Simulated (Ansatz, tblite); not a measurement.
**How well does each level of theory give the band gap of fluorite CdF₂?**

Reference value: 7.8 eV (measured, temperature not stated, no zero-point or thermal correction, indirect W–Γ; as tabulated in Cappellini et al. (2013), arXiv:1302.2571).

```json
[
 {"level (code)": "GFN2-xTB (tblite)", "value (eV)": "2.50", "cell (Å³/atom)": "15.80", "difference (eV)": "-5.30"},
 {"level (code)": "LDA+SOC (Ansatz)", "value (eV)": "2.81 (indirect)", "cell (Å³/atom)": "13.03", "difference (eV)": "-4.99"},
 {"level (code)": "rVV10 (Ansatz)", "value (eV)": "2.74", "cell (Å³/atom)": "13.55", "difference (eV)": "-5.06"},
 {"level (code)": "r²SCAN+SOC (Ansatz)", "value (eV)": "3.79 (indirect)", "cell (Å³/atom)": "13.03", "difference (eV)": "-4.01"}
]
```

Leaving aside GFN2-xTB, which can be fitted to such values or carry a doubt: All these levels miss by at least 4.01 eV, so none is called best. Every level misses the reference by more than 1 eV. Even the nearest is off by 4.01 eV.

Density-functional values are differences of (generalised) Kohn–Sham levels of a static lattice; semilocal ones lie below quasiparticle gaps as a rule. Measured values hold zero-point and thermal shifts unless a correction is named. Spin–orbit coupling is included only where a level's name says +SOC; with heavier elements it mostly lowers gaps and can invert bands.  GFN2-xTB, rVV10: the gap is read on the k mesh or supercell of the run alone and can be too large. GFN2-xTB: the method was fitted mainly to molecules. Values are at the level's own equilibrium cell; LDA+SOC at the measured cell; r²SCAN+SOC at the measured cell. Cutoffs and k meshes differ between the levels. Ansatz's density-functional and Hartree–Fock values are scalar-relativistic unless marked +SOC, with PAW data made under PBE.

Differences are worked out from the printed values.

Ansatz is an electronic-structure program.
